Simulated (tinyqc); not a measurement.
Inside a calculation. Method: UHF in the sto-3g basis, for H2O+, spin multiplicity 2. One step of it, computed by the program tinyqc.

Question. Iteration 10 (converged): orbitals. Diagonalise F' = X^T F X, C = X C', fill 5 alpha and 4 beta electrons from the bottom; D(s) = C_occ C_occ^T. Each column has its largest component positive (the first on a tie).

converged F(alpha) (hartree), order 1O 1s, 1O 2s, 1O 2px, 1O 2py, 1O 2pz, 2H 1s, 3H 1s:
```
[[-21.011065, -5.350384, 0.000000, -0.000184, -0.025338, -1.020244, -0.998312],
 [-5.350384, -3.100152, 0.000000, -0.001623, -0.153778, -1.132688, -1.115582],
 [0.000000, 0.000000, -1.094484, 0.000000, 0.000000, 0.000000, 0.000000],
 [-0.000184, -0.001623, 0.000000, -0.970034, -0.001153, -0.472810, 0.468208],
 [-0.025338, -0.153778, 0.000000, -0.001153, -1.000698, -0.520335, -0.516124],
 [-1.020244, -1.132688, 0.000000, -0.472810, -0.520335, -0.871227, -0.474973],
 [-0.998312, -1.115582, 0.000000, 0.468208, -0.516124, -0.474973, -0.858923]]
```

converged F(beta) (hartree), order 1O 1s, 1O 2s, 1O 2px, 1O 2py, 1O 2pz, 2H 1s, 3H 1s:
```
[[-20.981358, -5.308418, 0.000000, -0.000179, -0.024941, -1.010900, -0.989150],
 [-5.308418, -2.893598, 0.000000, -0.001735, -0.134014, -1.087591, -1.071523],
 [0.000000, 0.000000, -0.205546, 0.000000, 0.000000, 0.000000, 0.000000],
 [-0.000179, -0.001735, 0.000000, -0.869752, -0.001831, -0.471934, 0.467719],
 [-0.024941, -0.134014, 0.000000, -0.001831, -0.921272, -0.515743, -0.511862],
 [-1.010900, -1.087591, 0.000000, -0.471934, -0.515743, -0.899127, -0.468972],
 [-0.989150, -1.071523, 0.000000, 0.467719, -0.511862, -0.468972, -0.888749]]
```

X, order 1O 1s, 1O 2s, 1O 2px, 1O 2py, 1O 2pz, 2H 1s, 3H 1s:
```
[[1.023798, -0.138728, 0.000000, -0.000123, -0.009465, 0.019744, 0.019483],
 [-0.138728, 1.183060, 0.000000, 0.001718, 0.095503, -0.244801, -0.239015],
 [0.000000, 0.000000, 1.000000, 0.000000, 0.000000, 0.000000, 0.000000],
 [-0.000123, 0.001718, 0.000000, 1.073601, 0.000855, -0.183658, 0.181103],
 [-0.009465, 0.095503, 0.000000, 0.000855, 1.056605, -0.145214, -0.142586],
 [0.019744, -0.244801, 0.000000, -0.183658, -0.145214, 1.164094, -0.097405],
 [0.019483, -0.239015, 0.000000, 0.181103, -0.142586, -0.097405, 1.159352]]
```

Give: F' = X^T F X; orbital energies; coefficients C; F' = X^T F X; orbital energies; coefficients C; D(alpha) after iteration 10; D(beta) after iteration 10.

Answer.

F' = X^T F X (alpha) (hartree):
```
[[-20.632, -2.702, 0.000, 0.000, -0.047, -0.134, -0.128],
 [-2.702, -1.988, 0.000, 0.001, 0.038, -0.453, -0.444],
 [0.000, 0.000, -1.094, 0.000, 0.000, 0.000, 0.000],
 [0.000, 0.001, 0.000, -0.776, 0.001, -0.390, 0.386],
 [-0.047, 0.038, 0.000, 0.001, -0.852, -0.331, -0.327],
 [-0.134, -0.453, 0.000, -0.390, -0.331, -0.359, -0.108],
 [-0.128, -0.444, 0.000, 0.386, -0.327, -0.108, -0.359]]
```

orbital energies (alpha) (hartree): [-21.020, -1.886, -1.121, -1.094, -1.058, 0.024, 0.095]

coefficients C (alpha), order 1O 1s, 1O 2s, 1O 2px, 1O 2py, 1O 2pz, 2H 1s, 3H 1s:
```
[[0.994, -0.247, 0.002, 0.000, 0.086, 0.107, 0.007],
 [0.025, 0.929, -0.011, 0.000, -0.424, -0.706, -0.050],
 [0.000, 0.000, 0.000, 1.000, 0.000, 0.000, 0.000],
 [0.000, 0.002, 0.771, 0.000, -0.012, 0.046, -0.789],
 [0.004, 0.162, 0.011, 0.000, 0.822, -0.681, -0.044],
 [-0.005, 0.085, 0.323, 0.000, 0.217, 0.717, 0.898],
 [-0.005, 0.083, -0.317, 0.000, 0.226, 0.816, -0.800]]
```

F' = X^T F X (beta) (hartree):
```
[[-20.609, -2.688, 0.000, 0.000, -0.049, -0.134, -0.128],
 [-2.688, -1.760, 0.000, 0.001, 0.072, -0.448, -0.439],
 [0.000, 0.000, -0.206, 0.000, 0.000, 0.000, 0.000],
 [0.000, 0.001, 0.000, -0.663, 0.000, -0.400, 0.397],
 [-0.049, 0.072, 0.000, 0.000, -0.764, -0.337, -0.333],
 [-0.134, -0.448, 0.000, -0.400, -0.337, -0.405, -0.106],
 [-0.128, -0.439, 0.000, 0.397, -0.333, -0.106, -0.407]]
```

orbital energies (beta) (hartree): [-20.988, -1.711, -1.073, -0.998, -0.206, 0.054, 0.111]

coefficients C (beta), order 1O 1s, 1O 2s, 1O 2px, 1O 2py, 1O 2pz, 2H 1s, 3H 1s:
```
[[0.995, -0.233, 0.002, 0.102, 0.000, 0.116, 0.010],
 [0.023, 0.864, -0.011, -0.496, 0.000, -0.740, -0.066],
 [0.000, 0.000, 0.000, 0.000, 1.000, 0.000, 0.000],
 [0.000, 0.002, 0.716, -0.009, 0.000, 0.066, -0.838],
 [0.004, 0.167, 0.010, 0.790, 0.000, -0.715, -0.060],
 [-0.005, 0.139, 0.379, 0.235, 0.000, 0.688, 0.888],
 [-0.004, 0.137, -0.375, 0.245, 0.000, 0.816, -0.762]]
```

D(alpha) after iteration 10, order 1O 1s, 1O 2s, 1O 2px, 1O 2py, 1O 2pz, 2H 1s, 3H 1s:
```
[[1.057, -0.241, 0.000, 0.000, 0.035, -0.007, -0.007],
 [-0.241, 1.044, 0.000, -0.001, -0.198, -0.017, -0.016],
 [0.000, 0.000, 1.000, 0.000, 0.000, 0.000, 0.000],
 [0.000, -0.001, 0.000, 0.594, -0.001, 0.247, -0.247],
 [0.035, -0.198, 0.000, -0.001, 0.701, 0.196, 0.195],
 [-0.007, -0.017, 0.000, 0.247, 0.196, 0.159, -0.046],
 [-0.007, -0.016, 0.000, -0.247, 0.195, -0.046, 0.158]]
```

D(beta) after iteration 10, order 1O 1s, 1O 2s, 1O 2px, 1O 2py, 1O 2pz, 2H 1s, 3H 1s:
```
[[1.055, -0.230, 0.000, 0.000, 0.045, -0.012, -0.012],
 [-0.230, 0.994, 0.000, -0.001, -0.248, 0.000, 0.000],
 [0.000, 0.000, 0.000, 0.000, 0.000, 0.000, 0.000],
 [0.000, -0.001, 0.000, 0.512, 0.000, 0.269, -0.270],
 [0.045, -0.248, 0.000, 0.000, 0.653, 0.213, 0.213],
 [-0.012, 0.000, 0.000, 0.269, 0.213, 0.218, -0.065],
 [-0.012, 0.000, 0.000, -0.270, 0.213, -0.065, 0.219]]
```
